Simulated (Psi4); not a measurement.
# CH3B (SMILES B[CH]): UHF-D4/pcseg-2 (density fitting)

We compute a structure relaxation of CH3B. The job is set up through a Python script.

Program for the calculation: Psi4 1.11.

## (1) The structure to begin with

The species is CH3B (5 atoms), typed as a triplet with charge 0. SMILES: `B[CH]`. The shape comes from GFN2-xTB, which is rough for such elements, and wasn't checked as a minimum. The run starts from this shape.

Bond lengths: B1–C2 1.463 Å, B1–H3 1.182 Å, B1–H4 1.174 Å, C2–H5 1.068 Å. Angles: B1–C2–H5 150.8°, C2–B1–H3 120.4°, C2–B1–H4 121.9°, H3–B1–H4 117.7°.

## (2) A structure relaxation at UHF-D4/pcseg-2 (density fitting)

File job.py:

```python
import psi4

psi4.set_memory(1600000000)
psi4.set_num_threads(1)
psi4.core.set_output_file('ch3b.out', False)

geom = psi4.geometry("""
0 3
B
C 1 1.462604
H 1 1.181517 2 120.42239
H 1 1.174309 3 117.71873 2 -179.97203
H 2 1.068014 1 150.80989 4 179.97404
units angstrom
symmetry c1
""")

options = {'basis': 'pcseg-2', 'reference': 'uhf', 'scf_type': 'df', 'geom_maxiter': 40, 'opt_coordinates': 'redundant'}
psi4.set_options(options)

result = psi4.optimize('hf-d4', molecule=geom)
print('E =', round(result, 9))
print(geom.to_string(dtype='xyz', units='Angstrom'))
for k, v in sorted(psi4.core.scalar_variables().items()):
    print(f'{k:45s} {v:18.10f}')
```

The run is started by

```
$ python job.py
```

What values should one expect? Wanted: total energy at the end; dipole moment; HOMO energy; LUMO energy; dispersion energy; ⟨S²⟩.

Answer, from the run:

Level: UHF-D4/pcseg-2 (density fitting).

| quantity | value |
| --- | --- |
| total energy at the end | -64.21809 Eh |
| dipole moment | 0.76 D |
| HOMO energy (highest over α and β) | -11.01 eV |
| LUMO energy (lowest over α and β) | 0.68 eV |
| dispersion energy | -16.16 kJ/mol |
| ⟨S²⟩ | 2.015 |

**Reading.** At the final geometry: Bond lengths: B1–C2 1.517 Å, B1–H3 1.192 Å, B1–H4 1.188 Å, C2–H5 1.071 Å. Angles: B1–C2–H5 140.7°, C2–B1–H3 120.0°, C2–B1–H4 120.4°, H3–B1–H4 119.6°. The optimisation took 8 steps and changed the energy by -0.072 eV.
